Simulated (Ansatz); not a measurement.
# CH3NS2: up Jacob's ladder to CCSD(T)

An exercise on one series of results from a longer session: the logs are not shown, and one member is left open.

Method: functionals in def2-TZVPP, the program's frozen cores in correlated methods; program: Ansatz 0.2.0, Gaussian basis.

Levels to be run: LDA (SPW92), PBE-D4, revPBE-D4, BLYP-D4, r2SCAN-D4, B97M-V, PBE0-D4, B3LYP-D4, r2SCANh-D4, r2SCAN0-D4, HSE06-D4, BHLYP-D4, CAM-B3LYP-D4, LC-ωPBE, ωB97X-V, ωB97M-V, B2PLYP, PBE-QIDH; CCSD(T)/def2-SVP; CCSD(T)/def2-TZVPP; MP2/def2-QZVPP; extrapolation to the limit; RPA on PBE.

**Structure used throughout**

An earlier PBE0-D4 in a triple-zeta def2 set relaxation fixed the geometry.

SMILES `N=C(S)S`, 7 atoms, charge 0, spin multiplicity 1.

Atoms are counted from 1 here; the program's logs count them from 0.

Bond lengths: N1–C2 1.259 Å, N1–H5 1.017 Å, C2–S3 1.764 Å, C2–S4 1.779 Å, S3–H6 1.341 Å, S4–H7 1.342 Å. Angles: C2–N1–H5 112.5°, N1–C2–S3 117.5°, N1–C2–S4 123.6°, S3–C2–S4 118.9°, C2–S3–H6 96.9°, C2–S4–H7 97.5°.

The first run:

in.yaml

```yaml
crystal:
  periodic: [false, false, false]
  atoms:
    - {symbol: N, position_ang: [1.199582, -1.183460, 0.202553]}
    - {symbol: C, position_ang: [0.308657, -0.297076, 0.125025]}
    - {symbol: S, position_ang: [0.079725, 0.752876, 1.523561]}
    - {symbol: S, position_ang: [-0.730710, -0.068265, -1.299908]}
    - {symbol: H, position_ang: [1.329835, -1.683152, -0.673894]}
    - {symbol: H, position_ang: [-1.155707, 1.169614, 1.210348]}
    - {symbol: H, position_ang: [-0.970080, 1.241364, -1.133386]}
basis:
  gaussian: {orbitals: def2-TZVPP}
hamiltonian: {xc: lda}
output: {orbitals: {seedname: orbitals}}
```

Command:

```console
$ ansatz run in.yaml --threads 2 --pin off --events-out ev --progress --plain --max-ram 4352MiB
```

Among the steps run: LDA; PBE-D4 (GGA); revPBE-D4 (GGA); BLYP-D4 (GGA); r2SCAN-D4 (meta-GGA); B97M-V (meta-GGA); PBE0-D4 (hybrid); B3LYP-D4 (hybrid); r2SCANh-D4 (hybrid); r2SCAN0-D4 (hybrid); HSE06-D4 (hybrid); BHLYP-D4 (hybrid); CAM-B3LYP-D4 (range-separated); LC-ωPBE (range-separated); ωB97X-V (range-separated); ωB97M-V (range-separated); B2PLYP (double hybrid); PBE-QIDH (double hybrid).

One of the session's tables, all rows but one given; the rest of the session is left out.

It belongs to the step «Frontier levels by functional». 

```
  functional  HOMO (eV)  gap (eV)
 LDA (SPW92)      -6.44      4.44
      PBE-D4      -6.28      4.49
   revPBE-D4      -6.22      4.52
     BLYP-D4      -6.11      4.45
   r2SCAN-D4      -6.54      4.95
      B97M-V      -6.58      5.01
     PBE0-D4      -7.48      6.65
    B3LYP-D4          ?         ?
  r2SCANh-D4      -6.98      5.75
  r2SCAN0-D4      -7.65      6.95
    HSE06-D4      -7.08      5.87
    BHLYP-D4      -8.51      8.72
CAM-B3LYP-D4      -8.78      9.08
     LC-ωPBE     -10.16     11.68
     ωB97X-V      -9.78     11.17
     ωB97M-V      -9.63     10.84
```

**Question.** Estimate the row for B3LYP-D4.

Worked estimate for «HOMO (eV)». Against the share of exact exchange, BLYP-D4 (0, -6.11), BHLYP-D4 (0.5, -8.51) give a slope of -4.80 per unit share; at 0.2 the line stands at -7.07.

**Answer.** HOMO (eV): -7.23; gap (eV): 6.18. In «HOMO (eV)» the line misses by +0.16.
